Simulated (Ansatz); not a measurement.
# BH2O2: the cost of one run

Program: Ansatz 0.2.0. Level of theory: UKS PBE0/6-31G. These are calculated values, not measurements.

## (1) The system as given

Bond lengths: O1–B2 1.223 Å, B2–O3 1.224 Å, O1–H4 0.956 Å, O3–H5 0.956 Å. Angles: O1–B2–O3 179.0°, B2–O1–H4 175.2°, B2–O3–H5 173.5°.

As a file:

```xyz
5

O    -0.7443   -0.2593   -0.9354
B     0.0022    0.0031   -0.0022
O     0.7343    0.2591    0.9442
H    -1.3529   -0.5275   -1.6223
H     1.3606    0.5246    1.6157
```

## (2) Relaxing end A

input.yaml reads:

```yaml
crystal:
  periodic: [false, false, false]
  atoms:
    - { symbol: O, position_ang: [-0.74428, -0.2593, -0.9354] }
    - { symbol: B, position_ang: [0.00216, 0.00313, -0.00221] }
    - { symbol: O, position_ang: [0.73435, 0.25909, 0.94422] }
    - { symbol: H, position_ang: [-1.35287, -0.52748, -1.62227] }
    - { symbol: H, position_ang: [1.36065, 0.52456, 1.61566] }
total_charge: 1
magnetization:
  spin_polarized: true
basis:
  gaussian: { orbitals: "6-31G" }
hamiltonian:
  xc: pbe0
relax:
  f_tol: 0.02
  max_steps: 50
```

The run is started by

```sh
$ ansatz run input.yaml --threads 1 --pin off --max-ram 2048MiB --backend cpu --events-out ev --progress --plain --runs-dir out
```

Q: Estimate wall time and peak memory on 1 thread of Intel Xeon at 2.70GHz, shared host.

About 7.8 s, with a peak of 0.12 GiB.
